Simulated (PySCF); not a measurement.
Gas-phase reaction: AlF3.NH3 + N ⇌ AlF2 + HF + 2 NH

Computed with PySCF and rigid-rotor harmonic-oscillator thermochemistry at 1 bar. † marks an energy on the PBE0/def2-TZVP geometry and frequencies; other levels use their own. MP2 and CCSD(T) freeze the core. 6-31G* has spherical d functions here. Open shells (unrestricted): N (multiplicity 4), AlF2 (multiplicity 2), NH (multiplicity 3); the rest are closed-shell singlets. Adducts (AlF3.NH3) have no counterpoise correction, and HF, PBE, BLYP, B3LYP and PBE0 lack dispersion. AlF3.NH3: computed as isolated molecules; such fragments, hydroxides, amides, oligomers or adducts are transient or little studied in the gas. MP2 isn't extrapolated to the basis-set limit; its ΔH°(298 K) is 795.9 kJ in def2-SVP and 774.5 kJ in def2-TZVPP. CCSD(T) isn't extrapolated to the basis-set limit; its ΔH°(298 K) is 767.8 kJ in def2-SVP and 746.4 kJ in def2-TZVPP. The harmonic model lacks anharmonicity and excited electronic states, which grow with temperature; levels with a mode under 35 cm⁻¹ are left out. Soft modes under 120 cm⁻¹ make the harmonic entropy rough for AlF3.NH3. Warning, point group unlike the PBE0 one: AlF3.NH3 (PBE/def2-SVP).

ΔH° and ΔS° at 298 K: CCSD(T)/def2-SVP† 768 kJ, 297 J/K; HF/6-31G* 663 kJ, 304 J/K; M06-2X/def2-TZVP† 757 kJ, 297 J/K; MP2/def2-TZVPP† 774 kJ, 297 J/K; PBE/def2-SVP 747 kJ, 312 J/K.

Task: With the heat capacities included, give log10 K (1 bar) at 600, 800, 1000, 1200, 1600 K from CCSD(T)/def2-SVP†, HF/6-31G*, M06-2X/def2-TZVP†, MP2/def2-TZVPP†, PBE/def2-SVP.

Result: 
```json
[
 {"T (K)": "600", "CCSD(T)/def2-SVP†": "-51.3", "HF/6-31G*": "-41.8", "M06-2X/def2-TZVP†": "-50.3", "MP2/def2-TZVPP†": "-51.9", "PBE/def2-SVP": "-48.7"},
 {"T (K)": "800", "CCSD(T)/def2-SVP†": "-34.6", "HF/6-31G*": "-27.4", "M06-2X/def2-TZVP†": "-33.9", "MP2/def2-TZVPP†": "-35.1", "PBE/def2-SVP": "-32.5"},
 {"T (K)": "1000", "CCSD(T)/def2-SVP†": "-24.7", "HF/6-31G*": "-18.8", "M06-2X/def2-TZVP†": "-24.1", "MP2/def2-TZVPP†": "-25.0", "PBE/def2-SVP": "-22.8"},
 {"T (K)": "1200", "CCSD(T)/def2-SVP†": "-18.1", "HF/6-31G*": "-13.1", "M06-2X/def2-TZVP†": "-17.6", "MP2/def2-TZVPP†": "-18.3", "PBE/def2-SVP": "-16.4"},
 {"T (K)": "1600", "CCSD(T)/def2-SVP†": "-9.9", "HF/6-31G*": "-6.0", "M06-2X/def2-TZVP†": "-9.5", "MP2/def2-TZVPP†": "-10.1", "PBE/def2-SVP": "-8.5"}
]
```
